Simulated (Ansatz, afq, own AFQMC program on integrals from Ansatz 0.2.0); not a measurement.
Integrals from Ansatz 0.2.0, then the random walk in our own AFQMC program (afq).

```yaml
crystal:
  periodic: [false, false, false]
  atoms:
    - {symbol: Ru, position_ang: [0.000000, 0.000000, 0.000000]}
basis:
  gaussian: {orbitals: def2-TZVPP}
total_charge: 1
magnetization: {spin_polarized: true, initial_magnetization: 5}
correlation: {method: ccsd_t, electrons: outside_noble_gas, hamiltonian_folder: ham}
```

```sh
$ ansatz run in.yaml --threads 1 --pin off --events-out ev --progress --plain --max-ram 15360MiB --backend cuda --devices 0, --max-vram 18GiB
```

afq runs on the folder ham with

```
--method phaseless --trial hf --walkers 4000 --populations 20 --least-time 40 --time-step 0.005 --steps-per-block 20 --equilibration-blocks 160 --max-blocks 4000 --target-error 0.0008 --factor-cut 1e-05 --start spin_pure --seed 8427 --taylor-order 6
```

Times are imaginary, in 1/Eh. The walk had a cap of 92 s. With eight or more populations the least sampling time is a fifth of least-time, and the error comes from their spread. Core potentials past Kr, no spin–orbit coupling.

Output of the walk:

```
orbitals 52  electrons 6 1  factors 383 of 396
reference energy -93.87848616 Eh
CCSD correlation -0.13525892 Eh in 9 cycles, weight of the determinant in the CISD state 0.9611
energy of the start -93.878492 Eh
 block  time / (1/Eh)  mean weight  energy / Eh
     1     0.100  1.0009  -93.925029
     2     0.200  1.0012  -93.953918
     3     0.300  1.0011  -93.971616
     4     0.400  1.0010  -93.984264
     5     0.500  1.0010  -93.992394
     9     0.900  1.0002  -94.011064
    25     2.500  1.0002  -94.017775
    49     4.900  0.9998  -94.018487
    73     7.300  0.9997  -94.016549
    97     9.700  1.0002  -94.019851
   121    12.100  0.9999  -94.017057
   145    14.500  1.0004  -94.015857
   169    16.900  0.9997  -94.011869
   193    19.300  0.9998  -94.015589
   217    21.700  0.9996  -94.017353
   235    23.500  0.9999  -94.012342
error from the spread of 20 populations
energy -94.014794 +/- 0.000426 Eh
(rows thinned)
```

The run passed its tests (sampling time, drift between the halves within three errors, error under three times the target), which doesn't prove that it has relaxed.

Against this walk (error 11.6 meV) on the same determinant: CCSD(T) 61.0 meV lower, CCSDT(Q) 67.0 meV lower, a separate phaseless walk with a CISD trial and standard settings 60.4 ± 11.6 meV lower. The error is statistical and leaves out the bias of the constraint. CCSDT(Q) is the surest value here, so the walk's 67 meV above it is most likely the bias of the constraint with this trial, which can have either sign.

Cautions: constraint bias not in the error; no spin-orbit coupling; outer-core shells of the metal frozen; another spin lies lower (by 1.01 eV).

The walk took 16 s on 2 threads of a server CPU with a shared H100 80 GB, shared host (the card was shared). The log's last line is the phaseless energy.

CCSDT and higher add their correlation energy to the determinant of the CCSD(T) run, since their own runs factorise the integrals more tightly (a shift of under 2 meV). A walk keeps the symmetry of its determinant, which the program's search chose and which needn't be the lowest solution, so a lower state of the same spin and another symmetry isn't excluded.
